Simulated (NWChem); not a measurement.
System: silicon monoxide (SiO, singlet); SMILES O=[Si]

```xyz
2

Si     0.0000     0.0000     0.5487
O      0.0000     0.0000    -0.9601
```
Atoms are numbered in this order, from 1.

Level: PBE0-D3(BJ)/def2-TZVP (NWChem), optimised geometry, unscaled harmonic frequencies. Low-valent species are run as closed-shell singlets; no triplet was tried in these runs.

Problem. List the harmonic frequencies with IR intensities, and the thermochemistry.

Solution. 
```json
[
 {"frequency (cm⁻¹)": "1277", "IR intensity (km/mol)": "52.7"}
]
```

- zero-point energy: 1.8 kcal/mol
- thermal correction to the enthalpy at 298.15 K (with zero-point energy): 3.9 kcal/mol
- heat capacity Cv: 5.1 cal/(mol K)
- entropy at 298.15 K and 1 atm (symmetry number 1): 50.5 cal/(mol K)
- dipole moment: 3.05 D

Rigid rotor and harmonic oscillator.
